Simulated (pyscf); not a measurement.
6 gas-phase steps of one pattern: four-centre exchange on the singlet surface, B–F/Cl/Br/I, H–H broken and B–H, F/Cl/Br/I–H formed. Single points on ωB97X-D3(BJ)/def2-SVP structures (PySCF, gas phase). Electronic energies in kJ/mol, from the separated reactants; ΔE‡ and ΔE at ωB97M-D3(BJ)/def2-TZVP. Rows were drawn at random from the steps of this pattern with a verified saddle, stable references and no exit in the data more than 5 kcal/mol lower.

```tsv
row	step	ΔE	ΔE‡
1	HN=B–Cl + H₂ → HB=NH + HCl	+33.3	225.1
2	O=B–Cl + H₂ → HB=O + HCl	+34.0	224.7
3	Cl–B(Cl)–Cl + H₂ → Cl–BH–Cl + HCl	+53.7	157.2
4	F–B(F)–Cl + H₂ -> F–BH–F + HCl	+53.8	170.5
5	HO–BH–Cl + H₂ → H₂B–OH + HCl	+80.6	?
6	HO–B(OH)–F + H₂ → HO–BH–OH + HF	+123.1	235.1
```

Fit ΔE‡ = a + b·ΔE to the other rows and predict row 5.

Over the 5 complete rows the means are +59.6 (ΔE) and 202.5 (ΔE‡); least squares gives b = 0.25 and a = 187.6 kJ/mol, with residuals of 31.0 kJ/mol (root mean square; largest 43.8, row 3). For row 5: 187.6 + 0.25 × (+80.6) = 207.8 kJ/mol. The computed barrier is 170.1 kJ/mol, 37.7 under the line. The scatter is large against the spread of the barriers, so the line says little here. Each barrier is that of the saddle found.
